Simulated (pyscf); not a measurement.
Atom transfer: Cl–Nb(Cl)(Cl)(Cl)–Cl (SMILES [Cl][Nb]([Cl])([Cl])([Cl])[Cl]) + H• (SMILES [H]) → HCl (SMILES Cl) + [Cl–Nb(Cl)(Cl)–Cl]• (SMILES [Cl][Nb]([Cl])([Cl])[Cl])

Gas phase, doublet surface, charge 0. Bonds broken: Cl1–Nb2. Bonds formed: Cl1–H7. Optimised with ωB97X-D3(BJ)/def2-SVP in PySCF.

Transition state (Å):

```xyz
7

Cl    -2.1781    -1.1255     0.5273
Nb    -0.0672    -0.2782     0.0176
Cl    -0.4949     1.3922     1.4739
Cl    -0.7119    -0.0382    -2.1390
Cl     2.0134     0.5721    -0.4813
Cl     0.8650    -2.1839     0.8051
H     -2.7453     0.3011     1.8764
```

One imaginary mode, 950i cm⁻¹; descent along it reached the two sides named, in the forms told below.

```json
[
 {"bond": "Cl1–Nb2", "change": "breaks", "reactant side (Å)": "2.305", "saddle": "2.331", "product side": "2.8"},
 {"bond": "Cl1–H7", "change": "forms", "reactant side (Å)": "3.6", "saddle": "2.044", "product side": "1.294"}
]
```

Electronic energies relative to the separated reactants (kcal/mol):

```csv
level,barrier,reaction energy,reverse barrier
ωB97X-D3(BJ)/def2-TZVP,4.4,-37.5,41.9
PBE/def2-TZVP,-1.2,-30.2,29.0
r²SCAN/def2-TZVP,-2.1,-31.4,29.2
B3LYP-D3(BJ)/def2-TZVP,-1.3,-37.0,35.7
PBE0-D3(BJ)/def2-TZVP,0.5,-35.9,36.4
M06-2X/def2-TZVP,3.2,-43.2,46.4
ωB97M-D3(BJ)/def2-TZVP,3.9,-44.0,47.9
HF/def2-TZVP,13.6,-60.3,73.9
```

With ωB97M-D3(BJ)/def2-TZVP energies and thermal terms (ideal gas, 1 atm, RRHO with modes under 100 cm⁻¹ raised to 100, one conformer, R ln 2 for chiral ones without a mode under 150 cm⁻¹), in kcal/mol:

```csv
T (K),ΔH‡,ΔG‡,ΔH,ΔG
298,3.8,9.5,-41.1,-45.6
600,3.4,15.5,-42.2,-49.7
900,3.0,21.6,-43.3,-53.2
1200,2.7,27.8,-44.3,-56.3
```

On the product side the descent ends in an adduct with a Cl–Nb contact, 7.2 kcal/mol under the separated species and 49.1 kcal/mol under the saddle at ωB97X-D3(BJ)/def2-TZVP. At PBE, r²SCAN, B3LYP-D3(BJ) this geometry lies under the reactants; that is no barrier but a single point on another level's saddle; such a level's own saddle, if it has one, lies nearer that side and is low. What is counted as broken (Cl–Nb) persists as a longer contact in the product adduct; parting that adduct is a step of its own. This is the saddle that the search found; another between the same sides may lie lower. The angle at the transferred Cl is 98°: a side-on saddle, likely not the lowest. Open-shell species with a d-block atom are single-reference here; other states, and whether the spin sits on metal or ligand, were not checked. Elements past Kr carry the def2 core potentials, without spin-orbit coupling.
